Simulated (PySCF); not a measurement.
C4H10O.
Bonds: C1–C2, C2–C3, C2–C4, C4–O5. Hydrogens: H6, H7, H8 on C1; H9 on C2; H10, H11, H12 on C3; H13, H14 on C4; H15 on O5.

Computed, not measured: PBE0-D3(BJ)/def2-SVP geometry optimisation, gas phase in PySCF.

(1) Give the optimised bond lengths and angles.

Answers

(1) 
```
                  bond  length (bohr)   order
          C1–C2, C2–C3          2.878  single
                 C2–C4          2.874  single
                 C4–O5          2.652  single
C1–H6 and 5 like bonds          2.081  single
                 C2–H9          2.089  single
        C4–H13, C4–H14          2.098  single
                O5–H15          1.816  single
```

Bonds in one row agree within 0.02 bohr and their mean is given. Orders are formal, as drawn. A selection of angles:
```
     angle  degrees
  C2–C1–H6    111.3
  H6–C1–H7    107.7
  H6–C1–H8    108.5
  C1–C2–C3    112.0
  C1–C2–C4    111.2
  C1–C2–H9    108.1
  C3–C2–H9    108.5
  C4–C2–H9    106.2
  C2–C4–O5    109.2
 C2–C4–H13    108.7
 O5–C4–H13    111.6
H13–C4–H14    106.8
 C4–O5–H15    108.6
```

Dihedral angles: C1–C2–C4–O5 60° (synclinal); H15–O5–C4–C2 -174° (antiperiplanar). The mirror-image conformer, all signs reversed, is as good.

All 3 C–C bonds measure 1.521 to 1.523 Å. Of the pairs four or more bonds apart, O5···H8 is among the closest relative to their van der Waals radii: 2.51 Å, 92 % of the sum of Bondi's values.

Point group: C1 (no symmetry element, even within 0.4 Å). No frequency check. One conformer, not necessarily the lowest (C1–C2–C4–O5 60°, C2–C4–O5–H -174°).

Hardware: x86-64 server, one thread (shared host). Cost: 46 s. This is the geometry optimisation.
